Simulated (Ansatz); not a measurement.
Geometry optimisation, Ansatz 0.2.0, UKS CAM-B3LYP/STO-3G.

Input file:

```yaml
crystal:
  periodic: [false, false, false]
  atoms:
    - { symbol: B, position_ang: [-1.11709, 0.80259, -1.08429] }
    - { symbol: Si, position_ang: [0.00515, 0.39109, 0.41602] }
    - { symbol: B, position_ang: [1.09159, -1.15812, 0.73124] }
    - { symbol: H, position_ang: [-1.28681, 0.00633, -1.93324] }
    - { symbol: H, position_ang: [-1.65036, 1.84004, -1.22676] }
    - { symbol: H, position_ang: [0.07108, 1.44134, 1.47052] }
    - { symbol: H, position_ang: [1.84088, -1.2492, 1.63187] }
    - { symbol: H, position_ang: [1.04556, -2.07407, -0.00536] }
magnetization:
  spin_polarized: true
  initial_magnetization: 1
basis:
  gaussian: { orbitals: STO-3G }
hamiltonian:
  xc: cam_b3lyp
relax:
  f_tol: 0.015
  max_steps: 40
```

Command:

```bash
$ ansatz run input.yaml --threads 1 --pin off --max-ram 2048MiB --backend cpu --events-out ev --progress --plain --runs-dir out
```

Task: Where does it end, and by what steps?

Result: The run converged. The force dipped under the threshold on the way, but the program's further checks kept it going. Limits of this set-up: minimal basis. After 4 steps the energy has fallen by 0.057 eV; H7 moved furthest, 0.10 Å.

```json
{"step": "0", "energy less start (eV)": "0.0000", "largest force component (eV/Å)": "0.845", "accepted": "yes"}
{"step": "1", "energy less start (eV)": "-0.0516", "largest force component (eV/Å)": "0.154", "accepted": "yes"}
{"step": "2", "energy less start (eV)": "-0.0537", "largest force component (eV/Å)": "0.104", "accepted": "yes"}
{"step": "3", "energy less start (eV)": "-0.0569", "largest force component (eV/Å)": "0.007", "accepted": "yes"}
{"step": "4", "energy less start (eV)": "-0.0570", "largest force component (eV/Å)": "0.009", "accepted": "yes"}
```

```xyz
8
Properties=species:S:1:pos:R:3
B -1.095 0.773 -1.067
Si 0.036 0.432 0.423
B 1.064 -1.142 0.706
H -1.223 -0.016 -1.918
H -1.687 1.776 -1.163
H 0.126 1.464 1.428
H 1.740 -1.264 1.651
H 1.039 -2.023 -0.060
```

Whether the end is a true minimum wasn't checked by a vibrational analysis.

The run took 9.9 s on 1 thread of Arm Neoverse V1, on a shared host, peak memory 0.11 GiB.
